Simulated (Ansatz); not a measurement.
## Cu3AsS4 (Pmn2₁, No. 31): bulk modulus by level of theory

No measured value is used here.

```
level (code)     value (GPa)  cell (Å³/atom)
---------------  -----------  --------------
LDA (Ansatz)            94.8           17.15
PBEsol (Ansatz)         85.8           17.70
r²SCAN (Ansatz)            ?           18.09
```

Complete the blanks.


- r²SCAN (Ansatz, a program for electronic structure), value (GPa): 81.3

LDA, PBEsol: the gap of the solid is closed in this run. Each level is taken at its own relaxed cell. Cutoffs differ between the levels. Ansatz's density-functional and Hartree–Fock values are scalar-relativistic unless marked +SOC, with PAW data made under PBE.
